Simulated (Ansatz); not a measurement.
**Extrapolating MP2 to the basis-set limit: SiO (SMILES O=[Si])**

SiO has 2 atoms, charge 0, and is taken as a singlet. SMILES: `O=[Si]`. The shape is that of a PBE0-D4/def2-TZVP optimisation.

```xyz
2

O    -0.6407    0.2315   -0.3240
Si    0.6407   -0.2315    0.3240
```

MP2 energies, 6 core orbitals frozen (Ansatz 0.2.0):

| basis | X | functions | Hartree–Fock (Eh) | correlation (Eh) |
| --- | --- | --- | --- | --- |
| cc-pCVDZ | 2 | 45 | -363.791454 | -0.276419 |
| cc-pCVTZ | 3 | 102 | -363.842943 | -0.340108 |
| cc-pCVQZ | 4 | 193 | -363.853053 | -0.363240 |

The correlation energy converges as X⁻³, the Hartree–Fock energy about exponentially.

Task: Estimate the basis-set limit from the two largest sets.

Result: 
1. Correlation: E(∞) = (4³ E(4) − 3³ E(3))/(4³ − 3³) = (64 × (-0.363240) − 27 × (-0.340108))/37 = -0.380120 Eh.
2. Hartree–Fock: successive steps shrink by 0.196; summing the geometric tail gives -363.853053 + (-0.010110) × 0.196/(1 − 0.196) = -363.855523 Eh.
3. Total: -363.855523 + (-0.380120) = -364.235643 Eh.
4. cc-pCVQZ holds 95.6 % of the extrapolated correlation energy, cc-pCVTZ 89.5 %.

This is an estimate of the method's limit, not an exact energy.
